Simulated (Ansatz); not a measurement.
Consider the ligand exchange at the Al–Cl bond: `[OH][AlH][Cl]` + H₂S → `[OH][AlH][SH]` + HCl.

Isolated molecules relaxed with PBE0-D4/def2-TZVP in Ansatz; ΔE leaves out vibrations. CCSD(T)/CBS adds triple-zeta CCSD(T) − MP2 to the extrapolated MP2 energy (def2 sets, frozen cores). This one scheme is used for every species. Functionals use def2-TZVPP. Each species was taken in one conformer, which may not be the lowest.

CCSD(T)/CBS gives +54.2 kJ/mol.

Q: Another level gave +60.3 kJ/mol. Which?
A. HF/def2-TZVPP
B. CCSD(T)/def2-TZVPP
C. LDA (SPW92)/def2-TZVPP
D. BHLYP/def2-TZVPP

A: D. BHLYP 60.3, LDA (SPW92) 48.2, CCSD(T)/def2-TZVPP 53.6, HF/def2-TZVPP 64.9 kJ/mol.

Largest T1 diagnostic among the species: 0.012.

From BLYP to BHLYP (50 % exact exchange), in def2-TZVPP and without D4, ΔE moves by +4.5 kJ/mol. At CCSD(T), def2-SVP lies +5.6 kJ/mol from the extrapolated value and def2-TZVPP −0.5 kJ/mol. Leaving LDA and LC-ωPBE aside and taking each functional with its dispersion term where it has one, the values, not all of them listed here, spread over 9.7 kJ/mol, from revPBE-D4 to BHLYP-D4.
